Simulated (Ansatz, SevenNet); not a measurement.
For CaB6-type CaB₆, the machine-learned potential SevenNet-l3i5 (trained on PBE and PBE+U data) gives:

- equilibrium lattice constant a = 4.148 Å
- elastic constant C11 = 336 GPa
- elastic constant C44 = 41.7 GPa
- polycrystal shear modulus = 70.4 GPa

### Question
What does HSE06 in Ansatz (plane waves, PAW) give for the same quantities?

### Answer

- lattice constant a: 4.135 Å (decreases by 0.3 %)
- elastic constant C11: 457 GPa (rises by 36 %)
- elastic constant C44: 44.4 GPa (goes up by 6.5 %)
- Voigt–Reuss–Hill shear modulus: 91.2 GPa (rises by 30 %)

For comparison: lattice constant a 4.151 Å (measured, temperature not stated, not corrected to a static lattice; as tabulated in Singh (2010), arXiv:1009.1807).

Changes are worked out from the printed values.

Unless a cell is named, each level is at its own relaxed cell (SevenNet-l3i5 10.20, HSE06 10.10 Å³/atom).

Ansatz's density-functional and Hartree–Fock values are scalar-relativistic unless marked +SOC, with PAW data made under PBE.

Ansatz is a first-principles code.
